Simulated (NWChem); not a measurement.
**Dipole moment of ammonia (H3N)**

```xyz
4

N      0.0016     0.1283     0.0000
H     -0.4728    -0.2934     0.8124
H     -0.4728    -0.2934    -0.8124
H      0.9343    -0.3110     0.0000
```
Charge 0, spin multiplicity 1.

All runs are NWChem calculations. Structure: optimised with PBE/def2-SVP, a minimum by its harmonic frequencies.

Basis set: def2-SVPD. The CCSD dipole comes from the Λ equations, without orbital relaxation.

```csv
method,dipole moment (D),difference from CCSD
PBE,1.62,-0.05
CCSD,1.67,0.00
HF,1.78,+0.11
LDA (SVWN5),1.69,+0.02
B3LYP,1.67,0.00
```

The values span 0.16 D, from PBE (lowest) to HF (highest). 

The correlated methods keep 1 core orbital frozen. B3LYP has NWChem's definition, with VWN1-RPA local correlation. Coupled-cluster values serve here as a point of comparison, not as the truth.
